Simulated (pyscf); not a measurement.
7 gas-phase steps of one pattern: four-centre exchange on the singlet surface, H–H + N–Si or H–H + P–Si broken and H–N + H–Si or H–P + H–Si formed. Single points on ωB97X-D3(BJ)/def2-SVP structures (PySCF, gas phase). Electronic energies in kcal/mol, from the separated reactants; ΔE‡ at ωB97M-D3(BJ)/def2-TZVP, beside the barrier at PBE/def2-TZVP on the same structures. Rows were drawn at random from the steps of this pattern with a verified saddle, stable references and no exit in the data more than 5 kcal/mol lower.

```tsv
row	step	ΔE‡(PBE)	ΔE‡
1	H₃Si–P(SiH₃)–SiH₃ + H₂ -> H₃Si–PH–SiH₃ + SiH₄	54.1	64.9
2	H₃Si–NH–B(Cl)–Cl + H₂ → H₂N–B(Cl)–Cl + SiH₄	53.7	60.5
3	H₃Si–NH–SiH(Cl)–Cl + H₂ → H₂N–SiH(Cl)–Cl + SiH₄	48.2	54.6
4	H₃Si–NH–Si(Cl)(Cl)–Cl + H₂ → H₂N–Si(Cl)(Cl)–Cl + SiH₄	48.7	55.2
5	H₃Si–N(SiH₃)–SiH₃ + H₂ -> H₃Si–NH–SiH₃ + SiH₄	46.9	?
6	H₂N–SiH₂–NH₂ + H₂ → NH₃ + H₂N–SiH₃	38.3	43.7
7	H₂N–SiH₂–NH–SiH₃ + H₂ -> H₃Si–NH–SiH₃ + NH₃	39.1	44.5
```

Q: Fit ΔE‡ = a + b·ΔE‡(PBE) to the other rows and predict row 5.

A: Over the 6 complete rows the means are +47.0 (ΔE‡(PBE)) and 53.9 (ΔE‡); least squares gives b = 1.21 and a = -3.0 kcal/mol, with residuals of 1.2 kcal/mol (root mean square; largest 2.4, row 1). For row 5: -3.0 + 1.21 × (+46.9) = 53.7 kcal/mol. The computed barrier is 53.0 kcal/mol, 0.7 under the line. The line follows the complete rows closely. Each barrier is that of the saddle found.
